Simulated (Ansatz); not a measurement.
Wavefunction ladder for `S[Si]Cl`

```tsv
atom	x (Å)	y (Å)	z (Å)
S1	0.9269	-0.5596	-0.3276
Si2	-0.9826	0.1949	0.2569
Cl3	-0.3976	2.1711	0.5790
H4	0.4534	-1.8063	-0.5083
```

The species carries charge 0 and has multiplicity 1. The structure was optimised at the PBE0-D4/def2-TZVP level. It is one conformer, not always the lowest. Frozen core, restricted reference, the Gaussian-basis code of Ansatz. CBS rows extrapolate triple and quadruple zeta.

```csv
basis,HF (Eh),MP2 corr.,CCSD corr.,(T),CCSD(T) total
def2-SVP,-1146.22925,-0.34069,-0.37996,-0.01150,-1146.62071
def2-TZVPP,-1146.63120,?,-0.50662,-0.02481,?
def2-QZVPP,-1146.66375,-0.50852,-0.54566,-0.02898,-1147.23839
CBS(def2),-1146.66823,-0.54126,-0.57458,-0.03207,-1147.27488
cc-pV(D+d)Z,-1146.61009,?,-0.39215,-0.01262,?
cc-pV(T+d)Z,-1146.65312,?,-0.50611,-0.02478,?
cc-pV(Q+d)Z,-1146.66272,-0.50692,-0.54441,-0.02886,-1147.23599
CBS(cc),-1146.66562,-0.53773,?,-0.03176,?
```

Problem. Fill in the withheld values. (Best estimate.)

Solution. The calculation gave: def2-TZVPP MP2 corr.: -0.46432; def2-TZVPP CCSD(T) total: -1147.16263; cc-pV(D+d)Z MP2 corr.: -0.35103; cc-pV(D+d)Z CCSD(T) total: -1147.01486; cc-pV(T+d)Z MP2 corr.: -0.46364; cc-pV(T+d)Z CCSD(T) total: -1147.18401; CBS(cc) CCSD corr.: -0.57167; CBS(cc) CCSD(T) total: -1147.26905.
